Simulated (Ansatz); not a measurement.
Two isomers of C3H5FS: A = `C=C(S)CF`, B = `CC(=S)CF`.

Program: Ansatz. Geometries: PBE0-D4/def2-TZVP. ΔE: electronic, gas phase. CCSD(T)/CBS adds triple-zeta CCSD(T) − MP2 to the extrapolated MP2 energy (def2 sets, frozen cores). DFT in def2-TZVPP. B3LYP here is the variant with VWN-RPA as its local correlation; programs differ in this. One conformer a species, not always the lowest.

(1) Which is lower in electronic energy at CCSD(T)/CBS, and by how much? (Estimate.)

(2) Give E(B) − E(A) in kcal/mol with HF/def2-TZVPP, PBE0-D4, PBE-D4, ωB97M-V, B3LYP, MP2/def2-TZVPP, CCSD/def2-TZVPP. (An estimate is asked.)

Largest T1 diagnostic: 0.015.

## Answers

(1) Computed: B, by 3.8 kcal/mol.

(2) Computed: HF/def2-TZVPP -2.8, PBE0-D4 -3.8, PBE-D4 -4.3, ωB97M-V -3.7, B3LYP -4.0, MP2/def2-TZVPP -4.5, CCSD/def2-TZVPP -3.3. None reverses the order clearly.

In def2-TZVPP, CCSD(T) changes the Hartree–Fock value by −1.1 kcal/mol (the triples alone add −0.6 kcal/mol) and MP2 by −1.6 kcal/mol.
